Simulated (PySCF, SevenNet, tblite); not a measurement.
# How well does each level of theory give the bulk modulus B0 of rock-salt NaF?

Reference value: 53.1 GPa (measured, 0 K value with the zero-point phonon effect removed; as tabulated in Mejia-Rodriguez and Trickey (2018), arXiv:1807.09216).

**Question.** Which of these levels comes closest to the reference?
(A) SevenNet-0
(B) PBE (PySCF)
(C) Hartree–Fock (PySCF)
(D) GFN1-xTB (tblite)

**Answer.** C, Hartree–Fock (PySCF)

| level (code) | value (GPa) | cell (Å³/atom) | error (%) |
|---|---|---|---|
| GFN1-xTB (tblite) | 17.2 | 12.86 | -68 |
| SevenNet-0 | 47.5 | 12.93 | -10.5 |
| PBE (PySCF) | 44.9 ± 1 | 13.03 | -15.4 |
| Hartree–Fock (PySCF) | 53.1 ± 2 | 12.25 | 0.0 |

Of the ranked levels Hartree–Fock (0.0 %) comes nearest. Farthest off among them: GFN1-xTB (-68 %). Of the ranked levels only Hartree–Fock lands within 5 %.

A ± on a computed value is a rough bar: the spread of its extrapolation, a floor set from checks against published values, or a statistical error. GFN1-xTB: the method was fitted mainly to molecules. GFN1-xTB: the run uses a supercell at the zone centre in place of a k mesh. Each level is taken at its own relaxed cell.

Machine-learned potentials (SevenNet-0) are trained on DFT data: a solid inside that data is no test of them.

Differences are worked out from the printed values.
